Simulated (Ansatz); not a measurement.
in.yaml

```yaml
crystal:
  periodic: [false, false, false]
  atoms:
    - {symbol: H, position_ang: [-1.866658, 0.000000, 0.000000]}
    - {symbol: H, position_ang: [-1.121658, 0.000000, 0.000000]}
    - {symbol: C, position_ang: [0.200342, 0.000000, 0.000000]}
    - {symbol: H, position_ang: [0.200342, -1.080023, 0.000000]}
    - {symbol: H, position_ang: [0.200342, 0.540011, 0.935327]}
    - {symbol: H, position_ang: [0.200342, 0.540012, -0.935327]}
basis:
  gaussian: {orbitals: cc-pVDZ}
magnetization: {spin_polarized: true, initial_magnetization: 1}
hamiltonian: {xc: {name: revPBE}}
```

```sh
$ ansatz run in.yaml --threads 1 --pin off --events-out ev --progress --plain --max-ram 2393MiB
```

The program prints:

```
470 factors; their error is unknown
mean field evaluation 1: about -1110.3684 eV, gradient 2.9e1 eV
mean field evaluation 2: about -1105.6390 eV, gradient 3.9e1 eV
mean field evaluation 4: about -1114.6312 eV, gradient 1.2e0 eV
mean field evaluation 8: about -1114.6299 eV, gradient 7.3e-2 eV
mean field evaluation 16: about -1114.6299 eV, gradient 1.8e-5 eV
mean field -1114.62992963 eV, -40.9618943905 hartree, gradient 1.8e-5 eV, S^2 0.754848; 0 other end points of the search recorded, 0 dependent functions left out
reference -1114.62996539 eV, -40.9618957048 hartree; 6, 5 occupied and 33, 34 virtual orbitals, 470 factors
Total energy: -1114.62996539 eV, -40.9618957048 hartree
```

Ran on 1 thread of Arm Neoverse V1, shared host: 0.78 s wall, 0.08 GiB peak host memory.
